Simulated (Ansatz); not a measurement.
Rb₃Sb (P6₃/mmc, No. 194; cell taken from a computed entry) was calculated with PBEsol in Ansatz (plane waves, PAW).

Numerical settings: plane-wave cutoff 520 eV, 6×6×4 k mesh (along the axes of the cell as run), Fermi–Dirac smearing 0.01 eV, scalar-relativistic PAW data made under PBE.

Cell (relaxed with PBEsol):

```yaml
crystal:
  lattice:
    - [6.28499, 0.00000, 0.00000]
    - [-3.14249, 5.44296, 0.00000]
    - [0.00000, 0.00000, 11.11904]
  atoms:
    - { symbol: Rb, position: [0.00000, 0.00000, 0.25000] }
    - { symbol: Rb, position: [0.00000, 0.00000, 0.75000] }
    - { symbol: Rb, position: [0.33333, 0.66667, 0.58195] }
    - { symbol: Rb, position: [0.66667, 0.33333, 0.41805] }
    - { symbol: Rb, position: [0.66667, 0.33333, 0.08195] }
    - { symbol: Rb, position: [0.33333, 0.66667, 0.91805] }
    - { symbol: Sb, position: [0.33333, 0.66667, 0.25000] }
    - { symbol: Sb, position: [0.66667, 0.33333, 0.75000] }
```

Question: Predict the band gap and smallest direct gap on the k points sampled.

Answer: 
band gap: 0.10 eV
smallest direct gap on the k points sampled: 0.25 eV

Note: this cell isn't known to be the ambient phase, and symmetry holds it in the calculation.

Spin–orbit coupling is not included; it can close the smallest gap of 0.10 eV.

Computed values are for the static lattice.

The result took about 3 core-minutes (a rough figure).

Ansatz is an electronic-structure program.
